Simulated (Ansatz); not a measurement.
C2H6Li (charge +1), singlet: harmonic vibrations of a pair.

Input (in.yaml):

```yaml
crystal:
  periodic: [false, false, false]
  atoms:
    - {symbol: Li, position_ang: [-0.006269, 0.087884, -1.881888]}
    - {symbol: C, position_ang: [-0.720834, 0.220494, 0.336471]}
    - {symbol: C, position_ang: [0.717370, -0.238805, 0.088287]}
    - {symbol: H, position_ang: [-0.734063, 1.126805, 0.941115]}
    - {symbol: H, position_ang: [-1.337056, 0.465129, -0.550954]}
    - {symbol: H, position_ang: [-1.283818, -0.550648, 0.861377]}
    - {symbol: H, position_ang: [0.797966, -1.193392, -0.457531]}
    - {symbol: H, position_ang: [1.206017, -0.443761, 1.039987]}
    - {symbol: H, position_ang: [1.360789, 0.526196, -0.376763]}
basis:
  gaussian: {orbitals: def2-TZVP}
total_charge: 1
hamiltonian: {xc: pbe0, dispersion: d4}
phonons: {temperatures: {t_min: 298.15, t_max: 900, t_step: 200}}
```

Run by:

```bash
ansatz run in.yaml --threads 2 --pin off --events-out ev --progress --plain --max-ram 5222MiB
```

Output of Ansatz 0.2.0:

```
Functional definition: PBE0
  name "PBE0"
  cite "Adamo & Barone, J. Chem. Phys. 110, 6158 (1999) doi:10.1063/1.478522"
  cite "Perdew, Burke & Ernzerhof, Phys. Rev. Lett. 77, 3865 (1996) doi:10.1103/PhysRevLett.77.3865"
  parent pbe
  parameter a = 0.25
  parameter kappa = 0.804
  parameter beta = 0.06672455060314922
  exchange = (1 - a)*pbe_x(kappa = kappa, mu = beta*pi^2/3) + a*exact_x
  correlation = pbe_c(beta = beta)
753 factors; their error is unknown
mean field evaluation 1: about -2353.4122 eV, gradient 8.1e1 eV
mean field evaluation 2: about -2347.2586 eV, gradient 8.9e1 eV
mean field evaluation 4: about -2368.4588 eV, gradient 1.0e0 eV
mean field evaluation 8: about -2368.4492 eV, gradient 3.7e-1 eV
mean field -2368.44938611 eV, -87.0389095471 hartree, gradient 2.7e-5 eV, S^2 0.000000; 0 other end points of the search recorded, 0 dependent functions left out
the calculation of the forces begins
reference -2368.44941649 eV, -87.0389106632 hartree; 10, 10 occupied and 102, 102 virtual orbitals, 753 factors
these checks for a lower state are left out or cut short: stability, starts, cluster_reference, orbital_swaps, neighbouring_geometries, increment
753 factors; their error is unknown
mean field evaluation 16: about -2368.4610 eV, gradient 3.7e-1 eV
Total energy: -2368.51823656 eV, -87.0414397542 hartree
Atom 0 at    -0.006269     0.087884    -1.881888 Å, force     0.001309    -0.000410     0.003984 eV/Å
Atom 1 at    -0.720834     0.220494     0.336471 Å, force     0.000175     0.001236    -0.002721 eV/Å
Atom 2 at     0.717370    -0.238805     0.088287 Å, force    -0.002805     0.000281    -0.004241 eV/Å
Atom 3 at    -0.734063     1.126805     0.941115 Å, force     0.000850    -0.000549    -0.000121 eV/Å
Atom 4 at    -1.337056     0.465129    -0.550954 Å, force    -0.000842    -0.000539     0.000485 eV/Å
Atom 5 at    -1.283818    -0.550648     0.861377 Å, force     0.000360    -0.000303    -0.000583 eV/Å
Atom 6 at     0.797966    -1.193392    -0.457531 Å, force    -0.001179     0.000242     0.001934 eV/Å
Atom 7 at     1.206017    -0.443761     1.039987 Å, force     0.002656    -0.000428    -0.000484 eV/Å
Atom 8 at     1.360789     0.526196    -0.376763 Å, force    -0.000525     0.000470     0.001748 eV/Å
Dipole moment:     0.020064     0.051507    -1.272344 e Å
Vibrations: 122.29 277.21 351.22 372.36 812.13 841.65 994.92 1193.95 1199.02 1405.19 1440.49 1462.23 1488.28 1516.84 1532.81 2934.28 2971.89 3034.05 3116.10 3152.09 3172.59 cm⁻¹, zero-point energy 2.070014 eV

[the SCF lines of later steps are left out]
```

The run took about 32 s on 2 CPU threads (shared host).
